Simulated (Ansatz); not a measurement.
`C/N=C\C=N\C` + H₂S → `C/N=C/S` + `C=NC` at 700 K and 1 bar (substitution at a C–C bond).

Isolated molecules relaxed with PBE0-D4/def2-TZVP in Ansatz; ΔE leaves out vibrations. CBS: MP2 limit from def2 TZ/QZ plus the TZ coupled-cluster correction, frozen cores. This one scheme is used for every species. Double bonds are as drawn, so ΔE can hold a change between cis and trans. One conformer a species, not always the lowest.

```tsv
species	CCSD(T)/CBS energy (Eh)	H − E (kJ/mol)	S (J/(mol·K))
`C/N=C\C=N\C`	-266.37035	396.3	476.1
H₂S	-398.97279	64.8	236.9
`C/N=C/S`	-531.55851	238.8	391.0
`C=NC`	-133.77870	225.1	327.9
```

H − E and S are ideal-gas, rigid-rotor, harmonic terms from PBE0-D4/def2-TZVP, for one conformer and one mirror image of each species. 1 Eh = 2625.50 kJ/mol, R = 8.31446 J/(mol·K).

Problem. By hand: ΔE, ΔH, ΔS and ΔG.

Solution. ΔE = (-531.55851) + (-133.77870) − (-266.37035) − (-398.97279) = 0.00593 Eh = 15.6 kJ/mol. Δ(H − E) = 238.8 + 225.1 − 396.3 − 64.8 = 2.8, so ΔH = 18.4 kJ/mol. ΔS = 391.0 + 327.9 − 476.1 − 236.9 = 5.9 J/(mol·K). ΔG = 18.4 − 700 × (5.9)/1000 = 14.3 kJ/mol.

Problem. By hand: the equilibrium constant, and the temperature at which ΔG would vanish if ΔH and ΔS stayed fixed.

Solution. log₁₀ K = −ΔG/(RT ln 10) = -1.1. ΔG = 0 at ΔH/ΔS = 3119 K, far beyond where these terms or the molecules hold.

The number of gas molecules stays the same, so ΔS is small and ΔH decides. A doubt of 5 kJ/mol in ΔE shifts log₁₀ K by 0.4 here. Other conformers and mirror images would add mixing entropy, several J/(mol·K) or more a flexible species. These are equilibria of isolated gas molecules and say nothing of rates. Largest T1 diagnostic: 0.013 (customary marks: 0.02 for closed shells, 0.045 for open ones).
